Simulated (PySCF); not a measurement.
# UCAM-B3LYP/aug-cc-pVDZ (density fitting) run of SiNH4O (SMILES N[SiH]O)

Aim: the vertical ionisation energy of SiNH4O at UCAM-B3LYP/aug-cc-pVDZ (density fitting), from 2 runs. 

Program for the calculation: PySCF 2.14.0.

2 further runs of the same task are left out: 2 set aside as unsound or not needed.

## Step 1: The structure to begin with

SiNH4O: 7 atoms, total charge 0, spin state doublet. SMILES: `N[SiH]O`. The coordinates come from a PBE0-D4/def2-TZVP relaxation. This is one conformer, not always the lowest.

Bond lengths: N1–Si2 1.723 Å, Si2–O3 1.649 Å, N1–H4 1.008 Å, N1–H5 1.009 Å, Si2–H6 1.500 Å, O3–H7 0.961 Å. Angles: N1–Si2–O3 109.4°, N1–Si2–H6 104.3°, O3–Si2–H6 112.7°, Si2–N1–H4 120.5°, Si2–N1–H5 118.7°, Si2–O3–H7 115.8°, H4–N1–H5 110.8°.

## Step 2: A single-point energy at UCAM-B3LYP/aug-cc-pVDZ (density fitting)

input.py reads:

```python
from pyscf import gto, dft
from pyscf import df

molecule = gto.M(
    atom='''
N   -0.694900   0.548300  -0.575200
Si   0.293100   0.159000   0.781300
O    1.622900  -0.672400   0.270300
H   -0.355900   1.168100  -1.294800
H   -1.685800   0.673200  -0.432900
H   -0.599100  -0.661900   1.664700
H    1.480900  -1.282400  -0.459000
''',
    spin=1,
    max_memory=1860,
    verbose=4,
    basis='aug-cc-pvdz',
)

mf = dft.UKS(molecule, xc='cam-b3lyp')
mf = mf.density_fit(auxbasis=df.aug_etb(molecule, beta=2.0))
mf.grids.level = 4
mf.conv_tol = 1e-10
mf.kernel()
if not mf.converged:
    mf = mf.newton().run(mf.mo_coeff, mf.mo_occ)

energy = mf.e_tot
print('E(%s) = %.9f' % ('CAM-B3LYP', energy))
```

On the command line:

```console
$ OMP_NUM_THREADS=1 python input.py
```

Log:

```text
PySCF version 2.14.0

[INPUT] num. atoms = 7
[INPUT] num. electrons = 33
[INPUT] charge = 0
[INPUT] spin (= nelec alpha-beta = 2S) = 1
[INPUT] symmetry False subgroup None
[INPUT] Mole.unit = angstrom
[INPUT] Symbol           X                Y                Z      unit          X                Y                Z       unit  Magmom
[INPUT]  1 N     -0.694900000000   0.548300000000  -0.575200000000 AA   -1.313170683960   1.036136834099  -1.086970466850 Bohr   0.0
[INPUT]  2 Si     0.293100000000   0.159000000000   0.781300000000 AA    0.553878727110   0.300466453806   1.476443021123 Bohr   0.0
[INPUT]  3 O      1.622900000000  -0.672400000000   0.270300000000 AA    3.066836527557  -1.270651846158   0.510792971470 Bohr   0.0
[INPUT]  4 H     -0.355900000000   1.168100000000  -1.294800000000 AA   -0.672553527733   2.207389086104  -2.446817386087 Bohr   0.0
[INPUT]  5 H     -1.685800000000   0.673200000000  -0.432900000000 AA   -3.185700300792   1.272163627057  -0.818062439324 Bohr   0.0
[INPUT]  6 H     -0.599100000000  -0.661900000000   1.664700000000 AA   -1.132134921227  -1.250809721850   3.145827079563 Bohr   0.0
[INPUT]  7 H      1.480900000000  -1.282400000000  -0.459000000000 AA    2.798495417868  -2.423384782142  -0.867384291175 Bohr   0.0

[... 63 lines left out ...]
WARN: HOMO -0.150923392395844 >= LUMO -0.150923392395843
[... 50 lines left out ...]
converged SCF energy = -421.862220552397  <S^2> = 0.75238918  2S+1 = 2.0023878
E(CAM-B3LYP) = -421.862220552
```

It took 29 s on 1 thread of Arm Neoverse V2, shared host; peak memory 0.48 GiB.

## Step 3: The singlet cation

job.py reads:

```python
from pyscf import gto, dft
from pyscf import df

system = gto.Mole()
system.atom = '''
N   -0.694900   0.548300  -0.575200
Si   0.293100   0.159000   0.781300
O    1.622900  -0.672400   0.270300
H   -0.355900   1.168100  -1.294800
H   -1.685800   0.673200  -0.432900
H   -0.599100  -0.661900   1.664700
H    1.480900  -1.282400  -0.459000
'''
system.verbose = 3
system.basis = 'aug-cc-pvdz'
system.spin = 0
system.charge = 1
system.max_memory = 1860
system.build()

mf = dft.RKS(system, xc='cam-b3lyp')
mf = mf.density_fit(auxbasis=df.aug_etb(system, beta=2.0))
mf.grids.level = 4
mf.conv_tol = 1e-10
mf.kernel()
if not mf.converged:
    mf = mf.newton().run(mf.mo_coeff, mf.mo_occ)

etot = mf.e_tot
print(f'total energy: {etot:.8f} hartree')
```

On the command line:

```console
$ OMP_NUM_THREADS=1 python job.py
```

Log:

```text
converged SCF energy = -421.57244633337
total energy: -421.57244633 hartree
```

Run time: 15 s. Hardware: 1 thread of Arm Neoverse V2, shared host; peak memory 0.48 GiB.

## Step 4: What came out

At UCAM-B3LYP/aug-cc-pVDZ (density fitting):

| quantity | value |
| --- | --- |
| doublet SiNH4O: total energy | -421.86222 Eh |
| doublet SiNH4O: dipole moment | 2.27 D |
| doublet SiNH4O: HOMO energy (highest over α and β) | -6.75 eV |
| doublet SiNH4O: LUMO energy (lowest over α and β) | -0.99 eV |
| doublet SiNH4O: ⟨S²⟩ | 0.752 |
| singlet cation: total energy | -421.57245 Eh |
| singlet cation: HOMO energy | -16.27 eV |
| singlet cation: LUMO energy | -8.92 eV |
| singlet cation: HOMO–LUMO gap | 7.36 eV |
| vertical ionisation energy (to the singlet cation) | 7.885 eV |

**Reading.** Removing an electron at fixed nuclei costs 7.89 eV (761 kJ/mol). Only the singlet of the ionised species was computed; a triplet could lie lower. Mulliken charges (doublet SiNH4O) run from -0.63 on O3 to +0.54 on Si2; in a basis this large or diffuse they mean little.
